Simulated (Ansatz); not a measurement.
**H3OSSi+: functionals against CCSD(T) at one geometry**

An exercise on one series of results from a longer session: the logs are not shown, and one member is left open.

Method: single points in def2-TZVPP; program: Ansatz 0.2.0, Gaussian basis.

Cores are frozen in the correlated methods.

## The system as given

6 atoms, charge 1, spin multiplicity 1.

Atoms are counted from 1 here; the program's logs count them from 0.

Bond lengths: O1–S2 1.536 Å, O1–H4 0.954 Å, S2–Si3 2.118 Å, Si3–H5 1.370 Å, Si3–H6 1.343 Å. Angles: S2–O1–H4 114.1°, O1–S2–Si3 91.3°, S2–Si3–H5 116.0°, S2–Si3–H6 118.4°, H5–Si3–H6 124.6°.

As a file:

```tsv
atom	x (Å)	y (Å)	z (Å)
O1	-1.2238	-0.7793	0.3403
S2	0.0396	-1.0967	-0.4729
Si3	0.8427	0.8199	-0.0659
H4	-1.8311	-1.5110	0.4190
H5	2.0262	1.1194	-0.6887
H6	0.0715	1.7119	0.5772
```

The first run:

run/in.yaml reads:

```yaml
crystal:
  periodic: [false, false, false]
  atoms:
    - {symbol: O, position_ang: [-1.223800, -0.779300, 0.340300]}
    - {symbol: S, position_ang: [0.039600, -1.096700, -0.472900]}
    - {symbol: Si, position_ang: [0.842700, 0.819900, -0.065900]}
    - {symbol: H, position_ang: [-1.831100, -1.511000, 0.419000]}
    - {symbol: H, position_ang: [2.026200, 1.119400, -0.688700]}
    - {symbol: H, position_ang: [0.071500, 1.711900, 0.577200]}
basis:
  gaussian: {orbitals: def2-TZVPP}
total_charge: 1
correlation: {method: ccsd_t}
output: {forces: true}
```

The command line of these runs was not kept.

Among the steps run: CCSD(T)/def2-TZVPP; PBE0-D4/def2-TZVPP; wB97M-V/def2-TZVPP; r2SCAN-D4/def2-TZVPP; PBE-D4/def2-TZVPP; CAM-B3LYP-D4/def2-TZVPP; B97M-V/def2-TZVPP.

One of the session's tables, all rows but one given; the rest of the session is left out.

| method | RMS force component (eV/Å) | angle to CCSD(T) forces (°) |
| --- | --- | --- |
| CCSD(T) | 1.913 | reference |
| PBE0-D4 | 1.869 | 5.6 |
| wB97M-V | 1.906 | 4.1 |
| r2SCAN-D4 | 1.869 | 3.1 |
| PBE-D4 | ? | ? |
| CAM-B3LYP-D4 | 1.882 | 5.5 |
| B97M-V | 1.794 | 3.5 |

**Question.** Estimate the row for PBE-D4.

The run gave: RMS force component (eV/Å): 1.925; angle to CCSD(T) forces (°): 6.0. In the column «RMS force component (eV/Å)» it is the highest.
